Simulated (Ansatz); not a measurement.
**HAl–Ga–S, quartet in cc-pVDZ: errors against UCCSDT(Q)**

Geometry: a PBE0/def2-TZVP stationary point for this spin, not checked as a minimum.

```tsv
atom	x (Å)	y (Å)	z (Å)
Al	0.0000	0.2721	2.3784
Ga	0.0000	-0.1638	0.0304
S	0.0000	0.1532	-2.1783
H	0.0000	-0.8269	3.5288
```

Basis cc-pVDZ; Ansatz 0.2.0. Only valence electrons are correlated (noble-gas cores and the filled d shells of p-block atoms frozen), which leaves 13 electrons in 44 orbitals. R marks a restricted (for open shells ROHF) determinant, U an unrestricted one. No spin–orbit coupling is included, and no scalar relativity.

Full CI isn't at hand for all of this; UCCSDT(Q) serves as the reference, and is uncertain by the last step of the cluster series or more. The frozen core follows each run's orbitals, which can shift R against U totals by a few meV for light atoms and by up to 0.1 eV past Ca.

- UHF ⟨S²⟩: 3.789
- T1 diagnostic (RCCSD): 0.0298
- largest doubles amplitude (RCCSD): 0.068
- T1 diagnostic (UCCSD): 0.0228

```tsv
level	E − E(UHF) (eV)
UMP2	-5.1904
UCCSD	-6.2931
UCCSD(T)	-6.5025
```

**Question.** Estimate how far UCCSDT(Q) in cc-pVDZ lies from UCCSD(T). The table doesn't fix it; the size of (T) and the diagnostics are the guide.

**Answer.** UCCSDT(Q) in cc-pVDZ lies 1.61 kcal/mol below UCCSD(T), which is 33 % of the (T) step (-4.83 kcal/mol). The diagnostics give no warning, yet the rest is a sizeable part of (T). The miss exceeds 1 kcal/mol.

The other levels:

```json
{"level": "UCCSDT", "E − E(UCCSDT(Q)) (kcal/mol)": "0.40", "wall time": "–"}
```

Run but not shown, since their state, orbitals or frozen core can't be matched to the reference's or they repeat it: RHF, RMP2, RCCSD, RCCSD(T), BCCD(T), RCCSDT, RCCSDT(Q).
